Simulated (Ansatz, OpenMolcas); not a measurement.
How methods differ on PN (SMILES N#P)

PN has 2 atoms, charge 0, and is taken as a singlet. SMILES: `N#P`. The bond length is the measured one.

```jsonl
{"atom": "N", "x (Å)": "0.0000", "y (Å)": "0.0000", "z (Å)": "0.0000"}
{"atom": "P", "x (Å)": "0.0000", "y (Å)": "0.0000", "z (Å)": "1.4909"}
```

Quantity: the energy change with the N1–P2 bond stretched from 1.491 to 2.982 Å, in eV. The values are calculated.

```csv
level,kind,program,value (eV),less FCI/STO-3G,CPU time (all runs)
SVWN5/STO-3G (restricted),LDA,Ansatz,11.18,+6.39,0.56 s
PBE/STO-3G (unrestricted),GGA,OpenMolcas,6.68,+1.89,9.3 s
r2SCAN/STO-3G (restricted),meta-GGA,Ansatz,11.60,+6.81,3.7 s
B3LYP/STO-3G (unrestricted),global hybrid,OpenMolcas,5.91,+1.12,8.9 s
B3LYP/STO-3G (restricted),global hybrid,Ansatz,12.13,+7.34,0.9 s
BHLYP/STO-3G (restricted),global hybrid,Ansatz,12.22,+7.43,0.66 s
PBE0/STO-3G (restricted),global hybrid,Ansatz,12.67,+7.88,0.73 s
CCSD(T)/STO-3G (unrestricted),coupled cluster or CI,Ansatz,4.68,-0.11,0.44 s
FCI/STO-3G,exact in the basis,OpenMolcas,4.79,0.00,4.4 s
```

FCI/STO-3G is exact within its basis and frozen core, so for wave-function methods in that basis the difference is their error; functionals converge differently with the basis, so for them it is only a difference. The first shape isn't each level's own minimum. The values span 4.68 to 12.67 eV. Spin contamination of the reference (⟨S²⟩ at least 0.1 too high) touches PBE/STO-3G, B3LYP/STO-3G, CCSD(T)/STO-3G. All rows use very small basis sets, so even the best lies far from the true value. CPU times are rough (shared hosts, several kinds of processor): they show what a rung costs within a factor of a few.
